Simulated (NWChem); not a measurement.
Molecule: NO2, doublet; SMILES O=N[O]

```xyz
3

O     -1.0929     0.0000    -0.1385
N      0.0000     0.0000     0.3140
O      1.0929     0.0000    -0.1385
```
Atoms are numbered in this order, from 1.

Computed with NWChem. Pople sets run with spherical d functions. Spin-unrestricted. In the optimisation the excess spin sits in a1 (C2v, its own frame). All runs use the structure optimised with PBE0/def2-SVP, spin-unrestricted. No stability test was run on the SCF state. Vzz is the largest principal value of the second derivative of the potential at the nucleus (NWChem prints the opposite sign); η is the asymmetry. Non-relativistic.

| level | Vzz O3 (a.u.) | η O3 | Vzz N2 (a.u.) | η N2 |
|---|---|---|---|---|
| PBE0/def2-TZVP | -1.478 | 0.92 | -0.757 | 0.65 |
| PBE0/def2-SVP | -1.471 | 0.95 | ? | ? |
| UHF/def2-SVP | -1.647 | 0.99 | 0.939 | 0.67 |
| UHF/6-31G* | 1.660 | 0.96 | 0.891 | 0.72 |

What belongs in the gaps?


- PBE0/def2-SVP, Vzz N2 (a.u.): -0.747
- PBE0/def2-SVP, η N2: 0.45
